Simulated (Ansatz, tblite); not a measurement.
Loss of HF: C2H4F2 → C2H3F + HF

Species: C2H4F2 (1,2-difluoroethane) `FCCF`, singlet; C2H3F `C=CF`, singlet; HF (hydrogen fluoride), singlet. This is a balance of energies; it says nothing on the path, which may need atoms to shift.

Shapes, held fixed at every level: PBE0-D4/def2-TZVP. Flexible molecules stand in one conformer, not always the lowest. Programs: Ansatz 0.2.0, tblite 0.8.0. The zero-point and thermal change to 298 K, harmonic and unscaled (PBE0-D4/def2-TZVP), is -13.7 kJ/mol.

**What was measured.** Tabulated heats of formation (Active Thermochemical Tables): C2H4F2 -450.4; C2H3F -142.5; HF -272.7 kJ/mol, which give ΔH(298 K) = +35.2 kJ/mol.

```csv
level,kind,ΔH (kJ/mol),computed − measured
GFN1-xTB,semi-empirical,+138.5,+103.3
B3LYP-D4/def2-TZVPP,global hybrid,+39.9,+4.7
wB97M-V/def2-TZVPP,range-separated hybrid,+46.5,+11.3
wB97X-V/def2-TZVPP,range-separated hybrid,+58.8,+23.7
MP2/def2-TZVPP,perturbation theory,+35.3,+0.1
CCSD(T)/def2-SVP,coupled cluster or CI,+50.3,+15.1
CCSD/def2-TZVPP,coupled cluster or CI,+39.3,+4.1
CCSD(T)/CBS estimate,coupled cluster or CI,+33.9,-1.3
```

Nearest: MP2/def2-TZVPP (+0.1); farthest: GFN1-xTB (+103.3). 4 of 8 levels lie within 10 kJ/mol. The CBS estimate extrapolates MP2 from def2-TZVPP and def2-QZVPP and adds CCSD(T) − MP2 in the triple-zeta set, cores frozen.
